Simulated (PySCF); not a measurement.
Single point on SiF⁺

State: ¹Σ⁺ (singlet), closed shell.

An equivalent input (the run itself took its basis sets from the Basis Set Exchange, started from a PBE0 density and held the occupation σ 7α 7β, πx 2α 2β, πy 2α 2β):

```python
from pyscf import gto, scf, cc
mol = gto.M(atom='Si 0 0 0; F 0 0 1.54', basis={'Si': 'def2-TZVPPD', 'F': 'def2-TZVPPD'},
            charge=1, spin=0, verbose=4, symmetry='C2v')
mf = scf.RHF(mol)
mf.irrep_nelec = {'A1': 14, 'B1': 4, 'B2': 4}
mf.conv_tol = 1e-9
mf.max_cycle = 60
mf.diis_space = 10
mf.kernel()
mycc = cc.CCSD(mf, frozen=[0, 1, 2, 3, 4, 5, 87])
mycc.run(conv_tol=1e-7, conv_tol_normt=1e-5, max_cycle=80, diis_space=8)
et = mycc.ccsd_t()
```

The SCF ended at -388.16214108 hartree. The coupled-cluster part of the log:

```
******** <class 'pyscf.cc.ccsd.CCSD'> ********
CC2 = 0
CCSD nocc = 5, nmo = 81
frozen orbitals [0, 1, 2, 3, 4, 5, 87]
max_cycle = 80
direct = 0
conv_tol = 1e-07
conv_tol_normt = 1e-05
diis_space = 8
diis_start_cycle = 0
diis_start_energy_diff = 1e+09
Init t2, MP2 energy = -388.482616681146  E_corr(MP2) -0.320475599531539
Init E_corr(CCSD) = -0.320475599531557
cycle = 1  E_corr(CCSD) = -0.318549670575955  dE = 0.00192592896  norm(t1,t2) = 0.063707
cycle = 2  E_corr(CCSD) = -0.329143417671185  dE = -0.0105937471  norm(t1,t2) = 0.0248918
cycle = 3  E_corr(CCSD) = -0.328943148564484  dE = 0.000200269107  norm(t1,t2) = 0.0149732
cycle = 4  E_corr(CCSD) = -0.330837736128927  dE = -0.00189458756  norm(t1,t2) = 0.00598506
cycle = 5  E_corr(CCSD) = -0.330907169175955  dE = -6.9433047e-05  norm(t1,t2) = 0.000845821
cycle = 6  E_corr(CCSD) = -0.33085053300323  dE = 5.66361727e-05  norm(t1,t2) = 0.000376215
cycle = 7  E_corr(CCSD) = -0.33083558559953  dE = 1.49474037e-05  norm(t1,t2) = 0.000110935
cycle = 8  E_corr(CCSD) = -0.330841783814382  dE = -6.19821485e-06  norm(t1,t2) = 4.07296e-05
cycle = 9  E_corr(CCSD) = -0.330842810092776  dE = -1.02627839e-06  norm(t1,t2) = 1.08771e-05
cycle = 10  E_corr(CCSD) = -0.330842169282448  dE = 6.40810328e-07  norm(t1,t2) = 4.1312e-06
cycle = 11  E_corr(CCSD) = -0.330842336470533  dE = -1.67188085e-07  norm(t1,t2) = 1.16597e-06
cycle = 12  E_corr(CCSD) = -0.330842390040852  dE = -5.3570319e-08  norm(t1,t2) = 2.52899e-07
CCSD converged
E(CCSD) = -388.4929834716557  E_corr = -0.3308423900408518
CCSD(T) correction = -0.0107247495537211
```

T1 diagnostic 0.018, D1 0.036, 10 electrons correlated, 1 of the virtual orbitals (those above 20 hartree) left out.

Repeating this along the bond gives Re = 1.539 Å and ωe = 1039 cm⁻¹.

A point of this curve took 8.2 CPU seconds beside 0.25 for the integrals, on Arm Neoverse V1 (shared host).

Correlated steps freeze 6 core orbitals.
